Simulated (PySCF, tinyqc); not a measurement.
Ways to converge the cycle: SCF convergence aids in the sto-3g basis, for HF, spin multiplicity 1. Computed by the program tinyqc with PySCF. 

Geometry (angstrom):

| atom | x | y | z |
|---|---|---|---|
| F | 0.0000 | 0.0000 | 0.0000 |
| H | 0.0000 | 0.0000 | 1.5780 |

lowest restricted solution found by these runs and by PySCF = -98.386225 hartree

RHF with one setting changed at a time; a run stops when the energy changes by less than 1e-09 hartree and the error matrix is below 1e-5. The start is random orbitals. Damping d keeps d of the old density; a shift (hartree) raises the virtual levels; DIIS n extrapolates F over n matrices.

Largest element of the error matrix X^T (FDS - SDF) X:

| iteration | plain | damping 0.3 | damping 0.6 | shift 0.4 | DIIS 3 | DIIS 8 |
|---|---|---|---|---|---|---|
| 1 | 1.7e+01 | 1.7e+01 | 1.7e+01 | 1.7e+01 | 1.7e+01 | 1.7e+01 |
| 2 | 3.4e-01 | 5.1e+00 | 1.0e+01 | 2.9e-01 | 3.4e-01 | 3.4e-01 |
| 3 | 3.7e-01 | 1.6e+00 | 6.1e+00 | 3.7e-01 | 3.7e-01 | 3.7e-01 |
| 4 | 1.5e-01 | 4.9e-01 | 3.7e+00 | 1.1e-01 | 6.2e-02 | 6.2e-02 |
| 5 | 5.4e-02 | 1.5e-01 | 2.2e+00 | 2.4e-02 | 6.3e-03 | 6.6e-03 |
| 6 | 1.9e-02 | 4.8e-02 | 1.3e+00 | 1.3e-02 | 1.1e-03 | 1.1e-03 |
| 8 | 2.2e-03 | 1.4e-02 | 5.0e-01 | 9.5e-03 | 4.6e-05 | 3.4e-05 |
| 10 | 3.9e-04 | 9.8e-03 | 1.8e-01 | 7.0e-03 | 2.2e-06 | - |
| 14 | 1.3e-04 | 4.8e-03 | 2.5e-02 | 3.7e-03 | - | - |
| 20 | 2.8e-05 | 1.7e-03 | 8.0e-03 | 1.5e-03 | - | - |
| 30 | - | 2.8e-04 | 3.0e-03 | 3.0e-04 | - | - |
| 45 | - | 2.0e-05 | 7.0e-04 | 2.9e-05 | - | - |
| 60 | - | - | 1.6e-04 | - | - | - |

How each run ends:

| run | iterations | E (hartree) | state |
|---|---|---|---|
| plain | 25 | -98.386225 | lowest found |
| damping 0.3 | 50 | -98.386225 | lowest found |
| damping 0.6 | >60 | -98.386224 | falls steadily but slowly, by a factor of about 0.91 a step |
| shift 0.4 | 53 | -98.386225 | lowest found |
| DIIS 3 | 10 | -98.386225 | lowest found |
| DIIS 8 | 9 | -98.386225 | lowest found |

5 of 6 runs reach the lowest restricted solution found, in 9 to 53 iterations (fastest: DIIS 8). Not converged: damping 0.6. Plain steps already contract here, so damping only slows them. DIIS 3 and DIIS 8 gain by cancelling the error over several earlier matrices, much as a quasi-Newton step does. The restricted reference is unstable here: a spin-polarised solution lies 0.0809 hartree lower (PySCF), so results built on it describe a poor reference.
